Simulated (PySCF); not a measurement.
Atoms are numbered as in `[Cl:1][CH:2]([Cl:3])[Cl:4]`. Hydrogens are named by the atom that carries them.

Geometry: PBE0-D3(BJ)/def2-SVP; GIAO absolute shieldings from PySCF 2.14.0 with density-fitted response routines, gas phase, non-relativistic, averaged over equivalent atoms.

At PBE0/pcSseg-1 (94 basis functions, 4.3 s wall time on 1 thread of an Arm Neoverse V1, shared host):
```csv
atoms,σ (ppm)
Cl1/Cl3/Cl4,547.9
C2,83.1
H(C2),24.06
```

**Question.** Estimate the result of repeating the calculation with CAM-B3LYP/pcSseg-2.

**Answer.** 
| atoms | σ at CAM-B3LYP/pcSseg-2 | change |
| --- | --- | --- |
| Cl1/Cl3/Cl4 | 536.2 | -11.7 |
| C2 | 81.4 | -1.7 |
| H(C2) | 24.19 | +0.13 |

The largest change is at Cl1/Cl3/Cl4 (chlorine bonded to C). Cost: 179 basis functions, 14 s wall time on 1 thread of an Arm Neoverse V2, shared host.

Carbons that carry Cl, above all several Cl atoms, come out too deshielded, partly because spin–orbit coupling is missing.
